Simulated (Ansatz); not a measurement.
**Worked example: the enthalpy of formation of C2H5O (ethoxy radical)**

C2H5O: 8 atoms, total charge 0, spin state doublet. SMILES: `CC[O]`. The shape is that of a PBE0-D4/def2-TZVP optimisation.

Total energies at UB3LYP/aug-cc-pVDZ (Ansatz 0.2.0); the atoms run unrestricted:

| species | state | energy (Eh) |
| --- | --- | --- |
| C2H5O | doublet | -154.393061 |
| C | triplet | -37.854195 |
| O | triplet | -75.077162 |
| H | doublet | -0.501657 |

Harmonic wavenumbers at UPBE0-D4/def2-TZVP, in cm⁻¹: 73, 263, 436, 857, 903, 1098, 1106, 1239, 1327, 1386, 1406, 1477, 1486, 2913, 2926, 3054, 3132, 3140.

Measured heats of formation of the gaseous atoms at 298.15 K, in kJ/mol: C 716.9, O 249.2, H 218.0. Spin-orbit lowering of the atoms at 298 K (mean of the ground term's levels less their thermal mean, from spectra), in kJ/mol: C 0.02, O 0.40. Take 1 Eh = 2625.50 kJ/mol, 1 cm⁻¹ = 0.0119627 kJ/mol, RT = 2.479 kJ/mol.

Question: What heat of formation follows?

Answer: 
1. Electronic atomisation energy: 2 × (-37.854195) + (-75.077162) + 5 × (-0.501657) − (-154.393061) = 1.099224 Eh = 2886.0 kJ/mol.
2. Zero-point energy: half the sum of the wavenumbers, 14111 cm⁻¹ = 168.8 kJ/mol.
3. Thermal vibrational enthalpy, Σ hcν̃/(exp(hcν̃/kT) − 1): 4.6 kJ/mol. Translation, rotation and pV of a non-linear molecule: 4 RT = 9.9 kJ/mol.
4. The 8 free atoms carry 5/2 RT each: 49.6 kJ/mol.
5. Spin-orbit coupling lowers the free atoms by 2 × 0.02 + 0.40 = 0.4 kJ/mol.
6. Atomisation enthalpy at 298 K: 2886.0 − 0.4 − 168.8 − 4.6 − 9.9 + 49.6 = 2751.9 kJ/mol.
7. Sum of the atoms' heats of formation: 2773.0 kJ/mol. Heat of formation: 2773.0 − 2751.9 = +21.1 kJ/mol.

The tabulated value is -11.5 kJ/mol (Active Thermochemical Tables), so this level is off by +32.6 kJ/mol, or 1.2 % of the atomisation enthalpy. Anharmonicity and any spin-orbit splitting of the molecule are left out.
